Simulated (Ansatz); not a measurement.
**CH8Si2 (SMILES C[SiH2][SiH3]): a relaxed scan of the bond length Si3–H9**

The task here is to estimate one member of a computed series from the others.

Method: single points in def2-TZVPP; program: Ansatz 0.2.0, Gaussian basis.

Levels: PBE-D4, r2SCAN-D4, PBE0-D4, B3LYP-D4, wB97M-V, Hartree-Fock, MP2, CCSD, CCSD(T). The scan takes 1.310, 1.362, 1.437, 1.526, 1.624, 1.730, 1.842, 1.960, 2.084 Å.

Cores are frozen in the correlated methods. B3LYP uses VWN-RPA correlation.

18 further runs of the same task are left out: 18 set aside as unsound or not needed.

### The starting structure

SMILES `C[SiH2][SiH3]`, 11 atoms, charge 0, spin multiplicity 1.

Atoms are counted from 1 here; the program's logs count them from 0.

Bond lengths: C1–Si2 1.807 Å, C1–H4 1.060 Å, C1–H5 1.095 Å, C1–H6 1.169 Å, Si2–Si3 2.283 Å, Si2–H7 1.502 Å, Si2–H8 1.444 Å, Si3–H9 1.542 Å, Si3–H10 1.501 Å, Si3–H11 1.462 Å. Angles: Si2–C1–H4 114.7°, Si2–C1–H5 115.3°, Si2–C1–H6 110.3°, H4–C1–H5 105.0°, H4–C1–H6 107.5°, H5–C1–H6 103.1°, C1–Si2–Si3 107.3°, C1–Si2–H7 110.7°, C1–Si2–H8 111.1°, Si3–Si2–H7 109.7°, Si3–Si2–H8 109.8°, H7–Si2–H8 108.2°, Si2–Si3–H9 110.2°, Si2–Si3–H10 110.8°, Si2–Si3–H11 111.7°, H9–Si3–H10 105.5°, H9–Si3–H11 108.9°, H10–Si3–H11 109.5°.

Coordinates:

```
C    -0.9576    0.9001   -0.9531
Si   -0.5077    0.2422    0.6688
Si    1.3056   -1.1126    0.3729
H    -1.1936    0.1656   -1.6793
H    -0.2012    1.5350   -1.4263
H    -1.8803    1.6110   -0.8598
H    -0.1603    1.3549    1.6162
H    -1.5948   -0.5151    1.2428
H     1.7749   -1.6792    1.7280
H     2.4717   -0.3336   -0.1616
H     1.0086   -2.2253   -0.5280
```

The first run:

The input, pre/in.yaml:

```yaml
crystal:
  periodic: [false, false, false]
  atoms:
    - {symbol: C, position_ang: [-0.957600, 0.900100, -0.953100]}
    - {symbol: Si, position_ang: [-0.507700, 0.242200, 0.668800]}
    - {symbol: Si, position_ang: [1.305600, -1.112600, 0.372900]}
    - {symbol: H, position_ang: [-1.193600, 0.165600, -1.679300]}
    - {symbol: H, position_ang: [-0.201200, 1.535000, -1.426300]}
    - {symbol: H, position_ang: [-1.880300, 1.611000, -0.859800]}
    - {symbol: H, position_ang: [-0.160300, 1.354900, 1.616200]}
    - {symbol: H, position_ang: [-1.594800, -0.515100, 1.242800]}
    - {symbol: H, position_ang: [1.774900, -1.679200, 1.728000]}
    - {symbol: H, position_ang: [2.471700, -0.333600, -0.161600]}
    - {symbol: H, position_ang: [1.008600, -2.225300, -0.528000]}
basis:
  gaussian: {orbitals: def2-SVP}
hamiltonian: {xc: pbe, dispersion: d4}
relax: {f_tol: 0.03, max_steps: 250}
```

The command line of these runs was not kept.

Among the steps run: A first relaxation in a small basis; Relaxation at PBE0-D4; Reference energies at the minimum; Si3–H9 = 1.310 Å; Si3–H9 = 1.362 Å; Si3–H9 = 1.437 Å; Si3–H9 = 1.526 Å; Si3–H9 = 1.624 Å; Si3–H9 = 1.730 Å; Si3–H9 = 1.842 Å; Si3–H9 = 1.960 Å; Si3–H9 = 2.084 Å.

One of the session's tables, all rows but one given; the rest of the session is left out.

Energies less that of the minimum at the same level (kcal/mol):

| bond length (Å) | PBE-D4 | PBE0-D4 | B3LYP-D4 | wB97M-V | Hartree-Fock |
| --- | --- | --- | --- | --- | --- |
| 1.310 | 8.9 | 8.4 | 7.9 | 7.7 | 8.0 |
| 1.362 | 4.3 | 3.9 | 3.6 | 3.4 | 3.5 |
| 1.437 | 0.7 | 0.6 | 0.5 | 0.4 | 0.4 |
| 1.488 (minimum) | 0.0 | 0.0 | 0.0 | 0.0 | 0.0 |
| 1.526 | ? | ? | ? | ? | ? |
| 1.624 | 2.6 | 3.1 | 3.2 | 3.5 | 3.7 |
| 1.730 | 7.4 | 8.4 | 8.5 | 9.2 | 9.7 |
| 1.842 | 13.7 | 15.3 | 15.1 | 16.7 | 17.7 |
| 1.960 | 21.4 | 23.6 | 23.1 | 25.4 | 27.1 |
| 2.084 | 29.9 | 32.9 | 32.1 | 34.9 | 37.3 |

Q: Estimate the row for bond length (Å) = 1.526 from the others.

As computed: PBE-D4: 0.1; PBE0-D4: 0.3; B3LYP-D4: 0.3; wB97M-V: 0.4; Hartree-Fock: 0.4.

Limits of these values: A polynomial through the near points puts the CCSD(T) minimum 0.005 Å below the PBE0-D4 value.
